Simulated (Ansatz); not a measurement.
# Isomers

Structures of B2SiH5, doublet, relaxed at PBE0-D4/def2-TZVP (vibrations not checked; lower isomers may exist, and structures with a doubtful reference or unclear bonds are left out). Ansatz 0.2.0; basis: def2-TZVPP; cores frozen in the correlated methods; orbitals are unrestricted. B3LYP uses VWN-RPA correlation.

(1) Rank them by CCSD(T) energy, lowest first, and give each one's height above the lowest. Links in brackets join atoms within 1.22 times the sum of their covalent radii (1.1 for two metals). (To be estimated.)
A.
B₂SiH₅ ([SiH3][B]1[H][BH]1)
```
8
angstrom
B -0.4566 1.2419 -0.9841
B 0.0552 0.2397 -0.0020
Si 0.7964 -1.0291 1.3183
H 0.6682 1.4326 -0.1676
H -0.7450 2.1209 -1.7135
H 0.8019 -0.4226 2.6777
H 2.1971 -1.3889 0.9655
H -0.0173 -2.2718 1.3566
```
B.
B₂SiH₅ ([BH2][B][SiH3])
```
8
angstrom
B -0.9728 1.0036 -1.4452
B -0.1862 0.2460 -0.3136
Si 0.7673 -0.7540 1.1143
H -1.9825 0.5483 -1.9072
H -0.5820 2.0542 -1.8742
H 0.8447 0.0257 2.3783
H 2.1431 -1.1349 0.6976
H -0.0316 -1.9889 1.3499
```
C.
B₂SiH₅ ([BH2][SiH][BH2])
```
8
angstrom
B -1.1265 0.7925 -1.0981
Si 0.0401 0.4619 0.4500
B 1.0930 -1.1761 0.7246
H -1.2201 -0.0438 -1.9464
H -1.7437 1.8088 -1.2128
H 0.1327 1.5268 1.4875
H 1.7860 -1.3225 1.6864
H 1.0384 -2.0475 -0.0912
```

(2) Do PBE-D4, r2SCAN-D4, PBE0-D4, B3LYP-D4, wB97M-V, HF, MP2 give the same order? (A judgement: the text doesn't fix the answer.)

T1 diagnostic: at most 0.019. ⟨S²⟩ of the unrestricted Hartree–Fock references: 0.76 (a pure state has 0.75).

For scale, one of the runs: CCSD(T)/def2-TZVPP, 174 basis functions, launched by `ansatz run in.yaml --threads 2 --pin off --events-out ev --progress --plain --max-ram 4352MiB`. The run took 69 s on 2 CPU threads of an Arm Neoverse V2 (shared host), with 3.5 GiB of host memory at its peak.

Answers

(1) By the calculation: C (0.0 kJ/mol), A (11.6 kJ/mol), B (22.5 kJ/mol). Heights count from the lowest.

(2) By the calculation: Lowest first: r2SCAN-D4 A < C < B; HF C < B < A. The others agree with CCSD(T).
